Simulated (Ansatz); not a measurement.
Geometry optimisation, RKS PBE/def2-SVP in Ansatz 0.2.0.

input.yaml

```yaml
crystal:
  periodic: [false, false, false]
  atoms:
    - { symbol: O, position_ang: [-0.22761, 1.6571, -1.32635] }
    - { symbol: C, position_ang: [-0.54468, 0.69822, -0.4886] }
    - { symbol: C, position_ang: [0.40167, -0.1082, 0.02166] }
    - { symbol: S, position_ang: [-0.0534, -1.39489, 1.15183] }
    - { symbol: H, position_ang: [-0.98122, 2.18006, -1.63438] }
    - { symbol: H, position_ang: [-1.58635, 0.56164, -0.20761] }
    - { symbol: H, position_ang: [1.44308, -0.00389, -0.23119] }
    - { symbol: H, position_ang: [0.88634, -1.17795, 2.10658] }
    - { symbol: H, position_ang: [0.66216, -2.41209, 0.60805] }
total_charge: 1
basis:
  gaussian: { orbitals: def2-SVP }
hamiltonian:
  xc: pbe
relax:
  f_tol: 0.02
  max_steps: 50
```

Launched with:

```bash
$ ansatz run input.yaml --threads 2 --pin off --max-ram 3072MiB --backend cpu --events-out ev --progress --plain --runs-dir out
```

**Question.** Where does it end, and by what steps?

**Answer.** The forces met the threshold. Limits of this set-up: the dipole of an ion depends on the origin. After 5 steps the energy has fallen by 0.098 eV; H7 moved furthest, 0.10 Å.

```
step  energy less start (eV)  largest force component (eV/Å)  accepted
   0                  0.0000                           0.858       yes
   1                 -0.0804                           0.477       yes
   2                 -0.0973                           0.083       yes
   3                 -0.0982                           0.063       yes
   4                 -0.0984                           0.048       yes
   5                 -0.0985                           0.006       yes
```

```xyz
9
Properties=species:S:1:pos:R:3
O -0.247 1.676 -1.339
C -0.530 0.705 -0.496
C 0.468 -0.091 0.000
S -0.028 -1.341 1.107
H -1.047 2.166 -1.616
H -1.587 0.551 -0.202
H 1.530 0.026 -0.264
H 0.842 -1.216 2.171
H 0.600 -2.477 0.638
```

The run took 8.8 s on 2 threads of Arm Neoverse V1, on a shared host, peak memory 0.12 GiB.
